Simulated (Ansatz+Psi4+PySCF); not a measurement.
# doublet HCl(+): levels of theory in one basis

```xyz
2

Cl    0.0000    0.0000    0.0853
H     0.0000    0.0000   -1.4506
```

Basis set: cc-pVTZ on H; cc-pV(T+d)Z on Cl (spherical functions). Frozen core: 5 orbitals. Correlation on ROHF uses semicanonical orbitals with singles. Charge 1, multiplicity 2.

Computed with Ansatz (development build ahead of 0.2.0) and Psi4 1.11; each method stands on the lowest determinant of its kind that the runs found.

| method | E − E(ROHF) (eV) | <S²> of the determinant |
| --- | --- | --- |
| ROHF | 0.00 | 0.75 |
| UHF | -0.17 | 0.76 |
| ROHF-MP2 | -4.64 | – |
| UHF-MP2 | -4.61 | 0.76 |
| ROHF-CCSD | -5.33 | – |
| UHF-CCSD | -5.34 | 0.76 |

**Question.** What does ROHF-CCSD(T) give on the same scale?

**Answer.** -5.51 eV.
